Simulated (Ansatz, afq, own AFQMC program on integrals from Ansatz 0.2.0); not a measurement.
**Atomization energy of CH$_{3}$Al, singlet, worked out**

```xyz
5

Al    0.0000    0.0000    0.5654
C     0.0000    0.0000   -1.2797
H     0.0000    1.4325    1.2385
H     0.0000   -1.4325    1.2385
H     0.0000    0.0000   -2.3633
```

Connectivity, by distances: AlH2–CH.

Basis cc-pVDZ. Noble-gas cores (and the filled d shells of Ga–Kr and In–Xe) are frozen. Ansatz 0.2.0 and our own AFQMC program on the same integrals; the CISD trial comes from CCSD amplitudes, and released means the phaseless constraint is let go. Error bars are statistical, one sigma.

Total energies in eV. CBS is CCSD(T) at the limit of def2-TZVPP/QZVPP (extrapolated itself); the highest rung of each member is named.

Cautions: CH₃Al (singlet): higher spins were not checked, restricted determinant unstable towards unrestricted (UHF 950 meV lower, ⟨S²⟩ 0.97), raised T1 diagnostic (T1 0.023, weight of the determinant 0.87, largest double 0.14), the ph-AFQMC/HF walk drifts between its halves (2.3 errors), CCSDT(Q) on the UHF determinant differs (859 meV lower), perhaps since the unrestricted series falls towards higher spin.

| member | count | CCSD(T)/cc-pVDZ | highest rung in cc-pVDZ | which | CCSD(T)/CBS |
| --- | --- | --- | --- | --- | --- |
| Al (doublet) | +1 | -6583.0131 | -6583.0229 | FCI | -6583.4221 |
| C (triplet) | +1 | -1027.5122 | -1027.5214 | FCI | -1028.3149 |
| H (doublet) | +3 | -13.5861 | -13.5861 | FCI | -13.6059 |
| CH₃Al, singlet | -1 | -7662.4838 | -7662.5529 | CCSDT(Q) | -7665.1097 |

Problem. Work out the best estimate of the atomization energy: the CCSD(T)/CBS difference plus the step from CCSD(T) to the highest rung.

Solution. Sums with the counts: CCSD(T)/CBS 12.5550 eV, highest rung 11.2503 eV, CCSD(T)/cc-pVDZ 11.2002 eV. The step is 11.2503 − 11.2002 = 0.0501 eV, so the best estimate is 12.5550 + (0.0501) = 12.6051 eV = 1216.2 kJ/mol. The basis set is worth 1.355 eV of it. Zero-point, core-correlation and spin–orbit terms aren't in it. Past Ne the Hartree–Fock part of each CBS total tends to overshoot, since the cores don't follow the formula; that largely cancels in the difference.

Best estimates are given only where the step beyond CCSD(T) is under 0.3 eV and no member's determinant is very poor (T1 over 0.05, or 0.07 for open shells, ⟨S²⟩ too high by 0.3, two states mixed), so the hardest cases are missing from such tables.

CCSDT and higher add their correlation energy to the determinant of the CCSD(T) run, since their own runs factorise the integrals more tightly (a shift of under 2 meV). Each member of a difference takes its own highest rung, so a best estimate needn't equal the limit plus the step of one row.
